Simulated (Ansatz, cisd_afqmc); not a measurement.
System: C2H7N, charge 0, singlet. C2H7N (ethanamine, SMILES CCN).
B3LYP-D3(BJ)/def2-TZVP minimum from Ansatz (a program for electronic structure):
```xyz
10

C      1.2101    -0.3675    -0.0020
C      0.0059     0.5734    -0.0002
N     -1.3057    -0.0740     0.0024
H      2.1508     0.1897    -0.0039
H      1.2028    -1.0109     0.8816
H      1.1996    -1.0116    -0.8851
H      0.0502     1.2284    -0.8744
H      0.0533     1.2290     0.8732
H     -1.4054    -0.6706     0.8165
H     -1.4083    -0.6712    -0.8110
```

Total energies in cc-pVDZ, 20 correlated electrons, 3 frozen orbitals. Radicals and triplets start from unrestricted determinants; spin-orbit coupling is neglected. Correlated methods leave the cores frozen. No relativity. The Monte Carlo rows (phaseless AFQMC, CISD trial, step 0.005/hartree) carry one-sigma bars that omit the constraint's bias. Outlying blocks are dropped, and bars are widened where a walk drifts. Over all cases where full CI ran beside it in this data, AFQMC minus full CI had a median of +0.1 mEh and passed +0.4 mEh in a tenth of the cases.

```
method         program         energy (Eh)  minus CCSDT(Q) (mEh)
----------  ----------  ------------------  --------------------
HF              Ansatz          -134.26233                526.78
MP2             Ansatz          -134.73083                 58.28
CCSD            Ansatz          -134.77417                 14.94
CCSD(T)         Ansatz          -134.78754                  1.57
CCSDT(Q)        Ansatz          -134.78911                  0.00
AFQMC/CISD  cisd_afqmc  -134.7889 ± 0.0004             0.2 ± 0.4
```

Rough core times of Ansatz's runs on a shared machine: CCSD(T) under 20 s, CCSDT(Q) 3 min.
